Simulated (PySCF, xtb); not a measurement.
SiH2, SMILES [SiH2] (connectivity only; charge and spin as stated), neutral, multiplicity 1.

Harmonic wavenumbers (cm⁻¹) from GFN2-xTB (xtb) at its own minimum, in rising order: 947, 2044, 2077.

Q: What does r2SCAN-D4/def2-TZVPD run with PySCF 2.14.0 give at its own minimum? (The exact figures need the calculation; the answer reports its results.)

A: 1008, 2041, 2045. Paired by order, the mean absolute difference is 33 cm⁻¹ and the zero-point energies are 7.2 and 7.3 kcal/mol.
